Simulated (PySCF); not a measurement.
# H₂S, singlet: computed properties

Level of theory: PBE0/[S def2-TZVP, H def2-TZVP], no relativity, density fitting, PySCF.

The structure is a higher-order saddle point with 2 imaginary modes (one degenerate set).

```xyz
3
charge 0 multiplicity 1, angstrom
S     0.0000    0.0000    0.0000
H     0.0000    0.0000    1.3171
H     0.0000    0.0000   -1.3171
```

- Point group: D∞h
- Bond lengths: S–H 1.317 Å (×2)
- Bond angles: H–S–H 180.0°
- Lowest empty level: -2.74 eV
- Principal polarisabilities: 16.4, 16.4, 21.1 bohr³
- Rotational constants: 4.821 cm⁻¹
- Principal quadrupole moments (Buckingham, traceless) about the centre of mass: -4.28, -4.28, 8.55 D Å
- Highest occupied level: -7.42 eV
- Zero-point energy (real modes): 34.7 kJ/mol
- Atomisation energy without zero-point energy: 458 kJ/mol
- Dipole moment: 0.00 D

Harmonic modes (masses in u: S 31.972, H 1.008):
```csv
symmetry,ω (cm⁻¹),"IR (km/mol, summed over degenerate members)"
πu,1815i,–
σg+,2823,0.0
σu+,2979,552
```

In D∞h the vibrations span πu + σg+ + σu+. The σg+ mode carries no infrared intensity, as symmetry demands. With a centre of inversion only u modes can be infrared active and only g modes Raman active.

Charges (e):
| atom | Mulliken | Löwdin | polar tensor | Mayer order to S1 |
| --- | --- | --- | --- | --- |
| S1 | -0.63 | -0.21 | -0.96 | – |
| H2,3 | 0.32 | 0.11 | 0.48 | 0.85 |

Mulliken populations on S1: s 5.58, p 11.02, d 0.02, f 0.01.

Outer orbital energies (eV). occupied: -20.74, -14.72, -7.42, -7.42; empty: -2.74, 2.61, 3.62, 8.15.

This need not be the most stable arrangement of these atoms. At this level a singlet minimum of C2v symmetry lies 291 kJ/mol below this structure.

The final relaxation and frequency run took of the order of 7 core-seconds on a shared host.
